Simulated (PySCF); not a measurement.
# AlF2 (SMILES [F][Al][F]) at UCCSDT/STO-6G

Aim: the vertical doublet–quartet gap of AlF2 at UCCSDT/STO-6G, from 2 runs. 

The results are computed with PySCF 2.14.0.

16 further runs of the same task are left out: 2 that didn't finish, 14 set aside as unsound or not needed.

## Step 1: The system as given

The species is AlF2 (3 atoms), meant as a doublet with charge 0. As SMILES, `[F][Al][F]`. Geometry: relaxed at PBE0-D4/def2-TZVP.

Bond lengths: F1–Al2 1.647 Å, Al2–F3 1.647 Å. Angles: F1–Al2–F3 119.7°.

## Step 2: A single-point energy at UCCSDT/STO-6G

File calc.py:

```python
from pyscf import gto, scf, cc

mol = gto.M(
    atom='F 0.533000 -1.361200 0.136400; Al 0.388700 0.275400 0.245200; F -0.932500 1.021000 -0.394800',
    verbose=4,
    basis='sto-6g',
    spin=1,
    max_memory=1860,
)

calc0 = scf.UHF(mol)
calc0.conv_tol = 1e-10
calc0.kernel()
if not calc0.converged:
    calc0 = calc0.newton().run(calc0.mo_coeff, calc0.mo_occ)

mycc = cc.CCSDT(calc0, frozen=7)
mycc.kernel()
etot = mycc.e_tot
print(f'total energy: {etot:.8f} hartree')
```

Command:

```sh
$ OMP_NUM_THREADS=1 python calc.py
```

Output:

```text
PySCF version 2.14.0

[INPUT] num. atoms = 3
[INPUT] num. electrons = 31
[INPUT] charge = 0
[INPUT] spin (= nelec alpha-beta = 2S) = 1
[INPUT] symmetry False subgroup None
[INPUT] Mole.unit = angstrom
[INPUT] Symbol           X                Y                Z      unit          X                Y                Z       unit  Magmom
[INPUT]  1 F      0.533000000000  -1.361200000000   0.136400000000 AA    1.007224024393  -2.572295200758   0.257758643391 Bohr   0.0
[INPUT]  2 Al     0.388700000000   0.275400000000   0.245200000000 AA    0.734536544618   0.520430574705   0.463360845743 Bohr   0.0
[INPUT]  3 F     -0.932500000000   1.021000000000  -0.394800000000 AA   -1.762169611157   1.929410373181  -0.746063873978 Bohr   0.0

nuclear repulsion = 90.2607529446251
number of shells = 11
number of NR pGTOs = 114
number of NR cGTOs = 19
basis = sto-6g
ecp = {}

******** <class 'pyscf.scf.uhf.UHF'> ********
method = UHF
initial guess = minao
damping factor = 0
level_shift factor = 0
DIIS = <class 'pyscf.scf.diis.CDIIS'>
diis_start_cycle = 1
diis_space = 8
diis_damp = 0
SCF conv_tol = 1e-10
SCF conv_tol_grad = None
SCF max_cycles = 50
direct_scf = True
direct_scf_tol = 1e-13
number electrons alpha = 16  beta = 15
Set gradient conv threshold to 1e-05
init E= -438.560097067746
[... the frontier-level lines of each cycle are left out ...]

cycle= 1 E= -438.793418586602  delta_E= -0.233  |g|= 0.323  |ddm|= 1.58
cycle= 2 E= -438.909607363859  delta_E= -0.116  |g|= 0.0838  |ddm|= 0.768
cycle= 3 E= -438.916630432053  delta_E= -0.00702  |g|= 0.0268  |ddm|= 0.145
cycle= 4 E= -438.918115826055  delta_E= -0.00149  |g|= 0.00414  |ddm|= 0.114
cycle= 5 E= -438.918153110929  delta_E= -3.73e-05  |g|= 0.00135  |ddm|= 0.0161
cycle= 6 E= -438.918157189599  delta_E= -4.08e-06  |g|= 0.00044  |ddm|= 0.00477
cycle= 7 E= -438.918157752014  delta_E= -5.62e-07  |g|= 0.000153  |ddm|= 0.00207
cycle= 8 E= -438.918157826977  delta_E= -7.5e-08  |g|= 4.53e-05  |ddm|= 0.000753
cycle= 9 E= -438.918157833354  delta_E= -6.38e-09  |g|= 9.59e-06  |ddm|= 0.000259
cycle= 10 E= -438.918157833574  delta_E= -2.2e-10  |g|= 2.58e-06  |ddm|= 3.72e-05
cycle= 11 E= -438.918157833591  delta_E= -1.64e-11  |g|= 6.7e-07  |ddm|= 1.05e-05
Extra cycle  E= -438.918157833592  delta_E= -9.09e-13  |g|= 3.55e-07  |ddm|= 1.45e-06
converged SCF energy = -438.918157833592  <S^2> = 0.75781322  2S+1 = 2.007798

******** <class 'pyscf.cc.uccsdt.UCCSDT'> ********
UCCSDT nocc = (np.int64(9), np.int64(8)), nmo = (12, 12)
Allocating only the i<=j<=k part of the T3 amplitude in memory
frozen orbitals 7
max_cycle = 50
conv_tol = 1e-07
conv_tol_normt = 1e-06
diis with the T3 amplitude
diis_space = 6
diis_start_cycle = 0
diis_start_energy_diff = 1e+09
einsum_backend: numpy
_make_eris_incore_UCCSDT
blksize_o_aaa     8    blksize_v_aaa     4
blksize_o_aab     8    blksize_v_aab     4

WARN: A large `blksize_v_aaa` is being used, which may cause large memory consumption
      for storing contraction intermediates. If memory is sufficient, consider using
      `pyscf.cc.uccsdt_highm.UCCSDT` instead.

WARN: A large `blksize_v_aab` is being used, which may cause large memory consumption
      for storing contraction intermediates. If memory is sufficient, consider using
      `pyscf.cc.uccsdt_highm.UCCSDT` instead.

Approximate memory usage estimate
    T3 memory                64.8 KB
    R3 memory                64.8 KB
    ERIs memory               486 KB
    T1-ERIs memory            486 KB
    Intermediates memory      486 KB
    Block workspace           324 KB
Init t2, MP2 energy = -0.0483891234863137
Init E_corr(UCCSDT) = -0.0483891234864621
cycle =  1  E_corr(UCCSDT) = -0.050406812370  dE = -2.017688883806e-03  norm(d tamps) = 9.94214404e-02
cycle =  2  E_corr(UCCSDT) = -0.062799697844  dE = -1.239288547365e-02  norm(d tamps) = 7.31317263e-02
cycle =  3  E_corr(UCCSDT) = -0.061314826759  dE =  1.484871085346e-03  norm(d tamps) = 5.03776677e-02
cycle =  4  E_corr(UCCSDT) = -0.065266347846  dE = -3.951521087725e-03  norm(d tamps) = 1.70916499e-02
cycle =  5  E_corr(UCCSDT) = -0.065655836534  dE = -3.894886878505e-04  norm(d tamps) = 5.59093430e-03
cycle =  6  E_corr(UCCSDT) = -0.065597733565  dE =  5.810296922282e-05  norm(d tamps) = 2.88465792e-03
cycle =  7  E_corr(UCCSDT) = -0.065605369882  dE = -7.636317181897e-06  norm(d tamps) = 1.39929581e-03
cycle =  8  E_corr(UCCSDT) = -0.065617255849  dE = -1.188596703246e-05  norm(d tamps) = 6.33472301e-04
cycle =  9  E_corr(UCCSDT) = -0.065625255461  dE = -7.999611813012e-06  norm(d tamps) = 3.82228699e-04
cycle = 10  E_corr(UCCSDT) = -0.065627989491  dE = -2.734029794976e-06  norm(d tamps) = 1.52540436e-04
cycle = 11  E_corr(UCCSDT) = -0.065626254945  dE =  1.734545459861e-06  norm(d tamps) = 6.77074985e-05
cycle = 12  E_corr(UCCSDT) = -0.065627677811  dE = -1.422865806303e-06  norm(d tamps) = 3.85185849e-05
cycle = 13  E_corr(UCCSDT) = -0.065627578116  dE =  9.969471852223e-08  norm(d tamps) = 2.31098675e-05
cycle = 14  E_corr(UCCSDT) = -0.065627937164  dE = -3.590474469267e-07  norm(d tamps) = 1.08679963e-05
cycle = 15  E_corr(UCCSDT) = -0.065628345098  dE = -4.079342455915e-07  norm(d tamps) = 7.11821822e-06
cycle = 16  E_corr(UCCSDT) = -0.065628457440  dE = -1.123421190657e-07  norm(d tamps) = 3.30422618e-06
cycle = 17  E_corr(UCCSDT) = -0.065628529922  dE = -7.248196071119e-08  norm(d tamps) = 1.94546108e-06
cycle = 18  E_corr(UCCSDT) = -0.065628540300  dE = -1.037738445175e-08  norm(d tamps) = 1.20206688e-06
cycle = 19  E_corr(UCCSDT) = -0.065628529882  dE =  1.041731485796e-08  norm(d tamps) = 5.85596474e-07
UCCSDT converged
E(UCCSDT) = -438.9837863634739   E_corr = -0.06562852988221927
E_corr(same-spin) = -0.0144387697507488
E_corr(oppo-spin) = -0.0511897601314705
total energy: -438.98378636 hartree
```

It took 2.2 s on 1 thread of Arm Neoverse V1, shared host; peak memory 0.1 GiB.

## Step 3: The quartet

File geometry.xyz:

```xyz
3

F      0.533000    -1.361200     0.136400
Al     0.388700     0.275400     0.245200
F     -0.932500     1.021000    -0.394800
```

File calc.py:

```python
from pyscf import gto, cc

mol = gto.M(
    atom='geometry.xyz',
    spin=3,
    max_memory=1860,
    basis='sto-6g',
    verbose=3,
)

myscf = mol.UHF()
myscf.conv_tol = 1e-10
myscf.kernel()
if not myscf.converged:
    myscf = myscf.newton().run(myscf.mo_coeff, myscf.mo_occ)

mycc = cc.CCSDT(myscf, frozen=7)
mycc.kernel()
e_final = mycc.e_tot
print('E = %.10f Eh' % e_final)
```

Command:

```sh
$ OMP_NUM_THREADS=1 python calc.py
```

Output:

```text
WARN: HOMO 0.212732876117654 >= LUMO -0.67838644226161

converged SCF energy = -438.608649803479  <S^2> = 3.803246  2S+1 = 4.026535
_make_eris_incore_UCCSDT

WARN: A large `blksize_v_aaa` is being used, which may cause large memory consumption
      for storing contraction intermediates. If memory is sufficient, consider using
      `pyscf.cc.uccsdt_highm.UCCSDT` instead.

WARN: A large `blksize_v_aab` is being used, which may cause large memory consumption
      for storing contraction intermediates. If memory is sufficient, consider using
      `pyscf.cc.uccsdt_highm.UCCSDT` instead.

UCCSDT converged
E(UCCSDT) = -438.6790483438583   E_corr = -0.07039854037943394
E_corr(same-spin) = -0.0241426495608792
E_corr(oppo-spin) = -0.0462558908185547
E = -438.6790483439 Eh
```

It took 2.6 s on 1 thread of Arm Neoverse V1, shared host; peak memory 0.12 GiB.

## Step 4: Outcome

At UCCSDT/STO-6G, 7 core orbitals frozen:

```
                                                           quantity          value
                                              doublet: total energy  -438.98379 Eh
                      doublet: dipole moment (Hartree–Fock density)         2.20 D
doublet: HOMO energy (Hartree–Fock orbitals) (highest over α and β)       -5.12 eV
 doublet: LUMO energy (Hartree–Fock orbitals) (lowest over α and β)        7.32 eV
               doublet: correlation energy (7 core orbitals frozen)      -65.6 mEh
                         doublet: ⟨S²⟩ of the reference determinant          0.758
                                             doublet: T1 diagnostic          0.020
                                              quartet: total energy  -438.67905 Eh
                      quartet: dipole moment (Hartree–Fock density)         0.28 D
quartet: HOMO energy (Hartree–Fock orbitals) (highest over α and β)        0.30 eV
 quartet: LUMO energy (Hartree–Fock orbitals) (lowest over α and β)        2.20 eV
               quartet: correlation energy (7 core orbitals frozen)      -70.4 mEh
                         quartet: ⟨S²⟩ of the reference determinant          3.803
                                             quartet: T1 diagnostic          0.066
                   vertical energy of the quartet above the doublet       8.292 eV
```

What this shows: At this shape the quartet lies 8.29 eV (800 kJ/mol) above the doublet. In a minimal basis such a difference can be off by several eV, whatever the method. The T1 diagnostic (quartet) of 0.066 is above the customary mark for such species, so a single reference may not serve.
